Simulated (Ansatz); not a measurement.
Geometry optimisation, RKS PBE/def2-SVP (Ansatz 0.2.0).

Input:

```yaml
crystal:
  periodic: [false, false, false]
  atoms:
    - { symbol: Si, position_ang: [0.0, 0.0, 0.0] }
    - { symbol: O, position_ang: [0.0, 0.0, 2.03] }
    - { symbol: H, position_ang: [-0.9095, -0.2814, 2.3671] }
    - { symbol: H, position_ang: [1.3768, 0.0, -0.4862] }
    - { symbol: H, position_ang: [-0.6877, 1.1914, -0.4862] }
    - { symbol: H, position_ang: [-0.6877, -1.1914, -0.4862] }
    - { symbol: H, position_ang: [0.9186, -1.3949, 0.555] }
    - { symbol: H, position_ang: [0.7199, -1.0931, 1.4744] }
basis:
  gaussian: { orbitals: def2-SVP }
hamiltonian:
  xc: pbe
relax:
  f_tol: 0.15
  max_steps: 25
  restrain:
    - { distance: [0, 6], at: 1.46, k: 30.0 }
    - { distance: [7, 1], at: 1.01, k: 30.0 }
    - { distance: [0, 1], at: 2.88, k: 30.0 }
    - { distance: [7, 6], at: 1.86, k: 30.0 }
```

Launched with:

```bash
$ ansatz run input.yaml --threads 1 --pin off --max-ram 2048MiB --backend cpu --events-out ev --progress --plain --runs-dir out
```

Where does it end, and by what steps?

The forces met the threshold. The restraints hold the end off the free minimum; the threshold counts their pulls, which the force column leaves out. Restrained pairs: Si1–H7 (1.76 → 1.48 Å), O2–H8 (1.42 → 0.99 Å), Si1–O2 (2.03 → 2.88 Å), H7–H8 (0.99 → 1.87 Å). After 16 steps the energy has fallen by 1.941 eV (the restraints' own energy left out); H4 moved furthest, 1.33 Å.

```tsv
step	energy less start (eV)	largest force component (eV/Å)	accepted
0	0.0000	2.369	yes
1	0.9632	2.543	yes
2	1.0237	2.283	yes
3	0.3333	2.142	yes
4	-0.5576	1.694	yes
5	-1.2166	1.086	yes
6	-1.5925	1.103	yes
7	-1.7059	0.865	yes
8	-1.7207	1.007	yes
9	-1.7335	1.391	yes
10	-1.8416	0.725	yes
11	-1.8919	0.571	yes
12	-1.8951	1.105	yes
13	-1.9360	0.566	yes
14	-1.9251	1.100	no
15	-1.9391	0.580	yes
16	-1.9409	0.592	yes
```

```xyz
8
Properties=species:S:1:pos:R:3
Si 0.372 -0.217 -0.374
O -0.509 -0.148 2.370
H -1.080 -0.940 2.362
H 1.040 -0.357 -1.720
H 0.157 1.238 -0.097
H -0.920 -0.979 -0.426
H 1.281 -0.825 0.620
H 0.390 -0.540 2.234
```

Time of the run: 35 s on 1 thread of Intel(R) Xeon(R) Platinum 8259CL CPU @ 2.50GHz (Skylake/Cascade Lake), with other jobs on the host, peak memory 0.12 GiB.
